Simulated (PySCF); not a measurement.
Two species compared at the same levels of theory.

First species: 5-fluoropent-1-ene, C₅H₉F.
Bonds: C1–C2 (double), C2–C3, C3–C4, C4–C5, C5–F6. Hydrogens: H7, H8 on C1; H9 on C2; H10, H11 on C3; H12, H13 on C4; H14, H15 on C5.

Second species: 2-methylthiazole, C₄H₅NS.
Z-matrix (Å and degrees, GFN2-xTB geometry), rows numbered from 1:
```
C 
C   1  1.4800
N   2  1.2812  1  125.27
C   3  1.3547  2  112.55  1   179.97
C   4  1.3562  3  115.21  2    -0.03
S   5  1.7212  4  110.31  3     0.03
H   1  1.0863  2  109.12  3     0.08
H   1  1.0891  2  110.42  3  -120.23
H   1  1.0890  2  110.40  3   120.39
H   4  1.0749  3  118.97  2   179.98
H   5  1.0707  4  129.27  3  -179.97
```

Levels: PBE0/pcSseg-1 for dipole moment, HOMO energy, LUMO energy and HOMO–LUMO gap; GFN2-xTB for rotational constant A and rotational constant C. Geometries: GFN2-xTB. All species are isolated and taken at one optimised geometry, non-relativistic unless stated; the electronic structure was computed with PySCF and density fitting.

Dipoles, sizes and rotational constants follow the conformer. The torsions of the flexible species, by atom-mapped SMILES:
- `[CH2:1]=[CH:2][CH2:3][CH2:4][CH2:5][F:6]`: C1–C2–C3–C4 122°, C2–C3–C4–C5 178°, C3–C4–C5–F6 -66°

| property | column X | column Y |
| --- | --- | --- |
| dipole moment | 1.61 D | 1.15 D |
| HOMO energy | -7.49 eV | -7.03 eV |
| LUMO energy | 0.44 eV | -0.69 eV |
| HOMO–LUMO gap | 7.93 eV | 6.34 eV |
| rotational constant A | 12.021 GHz | 5.316 GHz |
| rotational constant C | 1.360 GHz | 2.070 GHz |

(1) Which column belongs to which species?

(2) How does each property change from the first species to the second?

Answers

(1) Column X is the first species and column Y the second. The first has 15 atoms and 48 electrons, the second 11 and 52.

(2) dipole moment -0.46 D; HOMO energy +0.46 eV; LUMO energy -1.13 eV; HOMO–LUMO gap -1.59 eV; rotational constant A -6.705 GHz; rotational constant C +0.710 GHz.

On the first: In atomic units the dipole is 0.63 e·bohr (1 au = 2.5417 D). A dipole of 1.61 D is allowed in C1, and pure rotational transitions are dipole-allowed.

On the second: In atomic units the dipole is 0.45 e·bohr (1 au = 2.5417 D). A dipole of 1.15 D is allowed in Cs, and pure rotational transitions are dipole-allowed.
